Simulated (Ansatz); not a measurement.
Born–Oppenheimer molecular dynamics of BH5O2 (8 atoms, charge 0, multiplicity 1). It starts at the highest image of a converged band. Of that band: A structure lower than the first end lies on the path between it and the top, so the climb from that side starts below the end, which may itself be a saddle point or a shallow side well. Neighbouring images differ by up to 1.4 eV, so the band resolves the path poorly. A vibrational analysis at the climbing image gives one clearly imaginary mode, 1093i cm⁻¹: a first-order saddle point.

All numbers below come from RKS LDA/def2-SVP (Ansatz 0.2.0).

| Property | Result |
| --- | --- |
| ensemble | NVE (velocity Verlet) |
| time step | 0.5 fs |
| steps asked | 200 |
| starting velocities drawn for | 100 K |
| seed | 9315 |

First frame:

```xyz
8
Properties=species:S:1:pos:R:3
B -0.153 0.217 0.123
H 0.040 -0.164 1.454
H 0.870 -0.121 -0.459
O -1.406 -0.161 -0.322
H -1.364 -0.844 -1.012
O -0.178 1.731 0.499
H -1.133 1.960 0.449
H -0.077 0.912 1.412
```

(1) How far do the bonds stretch over the last three quarters of this one trajectory? (Pairs bonded in most of those frames.)

Results:

(1) 
```tsv
bond	mean (Å)	spread (Å)	shortest	longest
B1–H3	1.230	0.018	1.20	1.27
B1–O4	1.365	0.038	1.30	1.43
B1–O6	1.348	0.027	1.28	1.40
H2–H8	0.784	0.020	0.75	0.81
O4–H5	0.975	0.005	0.97	0.98
O6–H7	0.979	0.007	0.97	0.99
```

Mean temperature of the second half: 1611 K. The conserved energy stayed within 0.11 meV per atom of its start (net change -0.026 meV per atom), so the integration is sound. The kinetic energy rose, since the run started high on the potential surface and went downhill. It ends in pieces (BH3O2 + H2), so much of that is their flight and rotation, not heat. A run of 0.1 ps of so small a system gives no equilibrium averages. The orbitals stay closed-shell, which can raise the energy where a bond breaks towards radicals; this wasn't checked here.

The run took 2.5 min on 1 thread of Arm Neoverse V1, with other jobs on the host, peak memory 0.1 GiB.
